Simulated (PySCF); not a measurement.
Input and output of a TDDFT job on `O=[O+][O-]`.

The calculation used TDDFT CAM-B3LYP/def2-SVPD, vertical, gas phase, core orbitals frozen in the response (PySCF 2.14.0, density-fitted response routines).

Input of the driver that calls PySCF (job settings, then Cartesian coordinates in Å):

```
{"job": {"kind": "uv", "xc": "CAM-B3LYP", "basis": "def2-SVPD", "nstates": 8, "ntriplets": 3}, "charge": 0, "multiplicity": 1}
O     -1.0619    -0.2390    -0.0026
O     -0.0089     0.4087    -0.0110
O      1.0823    -0.1722     0.0010
```

Output:

```
coarse grid: 3264 points
cycle   1  E = -224.9794322105  dE =  6.861e-01  |g| = 9.097e-01  |ddm| = 2.254e+00
cycle   2  E = -224.7560379778  dE =  2.234e-01  |g| = 1.506e+00  |ddm| = 1.514e+00
cycle   3  E = -225.1228599208  dE = -3.668e-01  |g| = 5.656e-02  |ddm| = 8.907e-01
cycle   4  E = -225.1233627496  dE = -5.028e-04  |g| = 2.026e-02  |ddm| = 7.906e-02
cycle   5  E = -225.1234329320  dE = -7.018e-05  |g| = 4.289e-03  |ddm| = 1.594e-02
cycle   6  E = -225.1234371786  dE = -4.247e-06  |g| = 8.856e-04  |ddm| = 5.311e-03
final grid: 33624 points
cycle   7  E = -225.1767740404  dE = -5.530e-06  |g| = 1.787e-03  |ddm| = 1.827e-02
cycle   8  E = -225.1767736594  dE =  3.810e-07  |g| = 2.365e-03  |ddm| = 3.177e-03
cycle   9  E = -225.1767744178  dE = -7.584e-07  |g| = 1.242e-03  |ddm| = 2.210e-03
cycle  10  E = -225.1767747097  dE = -2.918e-07  |g| = 8.871e-05  |ddm| = 8.436e-04
cycle  11  E = -225.1767747100  dE = -3.005e-10  |g| = 9.057e-05  |ddm| = 1.086e-04
cycle  12  E = -225.1767747114  dE = -1.396e-09  |g| = 8.733e-06  |ddm| = 6.440e-05
cycle  13  E = -225.1767747114  dE = -1.774e-11  |g| = 1.317e-06  |ddm| = 1.283e-05
converged SCF energy = -225.1767747114

Static polarisability (au): isotropic 18.348, principal 11.438 13.233 30.374

Singlet excitations
state   eV       nm        f      main configurations
  1   2.0860    594.4   0.00001   H->L 1.00
  2   2.5985    477.1   0.00000   H-1->L 1.00
  3   5.5528    223.3   0.14370   H-2->L 0.93
  4   9.4883    130.7   0.00175   H-4->L 0.99
  5   9.5311    130.1   0.00000   H-3->L 0.97
  6   9.7017    127.8   0.00621   H->L+3 0.60, H->L+5 0.17, H->L+10 0.09
  7  10.0554    123.3   0.00670   H->L+1 0.82
  8  10.1807    121.8   0.01810   H->L+2 0.44, H-1->L+3 0.40

Triplet excitations (Tamm-Dancoff, eV): 1.2654 1.4327 1.9250
```

The SCF starts on a coarse grid; the energy jumps when the final grid takes over, and dE counts afresh there. The run used 69 basis functions and 13 SCF iterations for the ground state.

Hardware: one thread of an Arm Neoverse V2 (shared host). Cost: 1.9 s wall.

Question: What frontier levels and dipole did the ground state of this run have?

Answer: HOMO -11.42 eV, LUMO -3.93 eV, dipole 0.66 D.

Geometry: GFN2-xTB; no solvent, vibrations or thermal averaging.
